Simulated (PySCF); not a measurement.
**Which is lower?**

Two relaxed structures of AlSiNH4, closed shell (PBE0-D4/def2-TZVP; forces vanish, vibrations not checked).

A:

```
7
angstrom
N -1.6500 -0.7726 -1.2921
Si -0.4178 0.2930 -0.7806
Al 0.7446 0.0957 1.3854
H -1.5269 -1.7699 -1.3346
H -1.1032 1.6264 -0.9089
H 2.3247 -0.2371 1.2643
H -2.5908 -0.4885 -1.5087
```

B:

N1  (-1.620, -0.684, -1.225)
Si2  (-0.741, 0.478, -0.532)
Al3  (1.219, 0.095, 0.914)
H4  (-1.345, -1.646, -1.052)
H5  (-1.212, 1.859, -0.836)
H6  (1.628, -1.415, 1.166)
H7  (2.035, 1.292, 1.561)
(Å)

Program: PySCF 2.14 with density fitting (its default auxiliary sets; JK sets also for MP2 and CCSD(T)). Basis: def2-TZVPP. Cores are frozen in the correlated methods. B3LYP uses VWN-RPA correlation.

**Question.** Which structure is lower at CCSD(T), and by how much? (Judge from chemistry; the value comes from the calculation.)

**Answer.** By the calculation: A, by 22.5 kJ/mol (electronic energy, against the other). By their contacts, A is AlSiNH₄ ([NH2][SiH][AlH]) and B is AlSiNH₄ ([NH][SiH][AlH2]).

All methods give the same order:

```csv
method,E(B) − E(A) (kJ/mol)
PBE-D4,38.0
r2SCAN-D4,25.9
PBE0-D4,37.9
B3LYP-D4,30.6
wB97M-V,26.2
HF,18.3
MP2,5.2
CCSD,24.4
CCSD(T),22.5
```

T1 diagnostic: at most 0.021. The restricted Hartree–Fock reference is unstable towards an unrestricted one at one or more of these structures. A large double-excitation amplitude points to some diradical character; no triplet was computed.

Labels in which every atom is bracketed show which atoms are joined, not bond orders.

For scale, one of the runs: CCSD(T)/def2-TZVPP, 171 basis functions, launched by `OMP_NUM_THREADS=2 python run.py`. Time: 2.2 min of wall clock on 2 CPU threads of an AMD EPYC 7B13; the host was shared. Peak host memory: 1.1 GiB.
